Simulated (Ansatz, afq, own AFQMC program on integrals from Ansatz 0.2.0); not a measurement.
AFQMC on a folder of integrals that Ansatz 0.2.0 wrote.

```yaml
crystal:
  periodic: [false, false, false]
  atoms:
    - {symbol: Al, position_ang: [0.000000, 0.000000, 0.000000]}
    - {symbol: F, position_ang: [0.000000, 0.000000, 4.559000]}
basis:
  gaussian: {orbitals: aug-cc-pVDZ}
total_charge: -1
magnetization: {spin_polarized: true, initial_magnetization: 3}
correlation: {method: ccsd_t, electrons: outside_noble_gas, hamiltonian_folder: ham}
```

```sh
$ ansatz run in.yaml --threads 1 --pin off --events-out ev --progress --plain --max-ram 1843MiB
```

Options of the walk:

```
--method phaseless --trial cisd --walkers 60 --populations 1 --least-time 40 --time-step 0.005 --steps-per-block 50 --equilibration-blocks 40 --max-blocks 300 --target-error 0.0008 --factor-cut 1e-05 --start spin_pure --seed 7537 --release-times 0.24,0.51,0.99,1.62,2.4 --release-step 0.03 --release-every 4 --taylor-order 6
```

Times are imaginary, in 1/Eh. The walk had a cap of 2083 s.

afq prints:

```
orbitals 44  electrons 7 4  factors 280 of 482
reference energy -341.25633615 Eh
CCSD correlation -0.22638866 Eh in 18 cycles, weight of the determinant in the CISD state 0.8796
energy of the start -341.482100 Eh
 block  time / (1/Eh)  mean weight  energy / Eh
     1     0.250  0.9991  -341.481718
     2     0.500  0.9995  -341.483313
     3     0.750  0.9972  -341.483781
     4     1.000  1.0020  -341.483547
     5     1.250  1.0009  -341.484507
    10     2.500  1.0012  -341.491003
    49    12.250  0.9997  -341.491108
    89    22.250  0.9981  -341.484745
   129    32.250  0.9983  -341.494828
   169    42.250  0.9995  -341.493875
   185    46.250  0.9991  -341.476902
   209    52.250  1.0008  -341.492206
   217    54.250  0.9931  -341.516918
   249    62.250  1.0007  -341.499972
   289    72.250  0.9990  -341.483779
   329    82.250  1.0010  -341.488490
   337    84.250  1.0005  -341.498561
blocks merged  error / Eh  count
     1  0.000517  300
     2  0.000590  150
     4  0.000681  75
     8  0.000838  37
    16  0.000951  18
    32  0.001200  9
released: time / (1/Eh)  energy / Eh  error  mean overlap
  0.24  -341.492063  0.001016  1.0031
  0.51  -341.492085  0.001382  0.9989
  0.99  -341.491633  0.001518  1.0014
  1.62  -341.495876  0.001881  0.9829
  2.40  -341.492675  0.001980  0.9841
energy -341.493598 +/- 0.000951 Eh
(rows thinned)
```

The run passed its tests (sampling time, drift between the halves within three errors, error under three times the target), which doesn't prove that it has relaxed. The second half of the sampling lies below the first by 2.4 errors of their difference, so the energy may still be moving and its error bar be too small.

Against this walk (error 25.9 meV) on the same determinant: CCSD(T) 177.2 meV higher, CCSDT(Q) 131.2 meV higher. The error is statistical and leaves out the bias of the constraint. None of these is a sure reference here. Released to 1.62 1/Eh the energy moves by -62 ± 57 meV (both errors), within twice the noise.

Cautions: constraint bias not in the error; error above the target (25.9 against 21.8 meV); lower spins were not checked; the determinant is a saddle point among determinants of its kind; released walk and highest rung disagree (by 193 meV at 1.62 1/Eh, later times being noisier).

The walk took 11 min on 1 thread of Arm Neoverse V1, on a shared host. The log's last line is the phaseless energy.

CCSDT and higher add their correlation energy to the determinant of the CCSD(T) run, since their own runs factorise the integrals more tightly (a shift of under 2 meV). A walk keeps the symmetry of its determinant, which the program's search chose and which needn't be the lowest solution, so a lower state of the same spin and another symmetry isn't excluded.
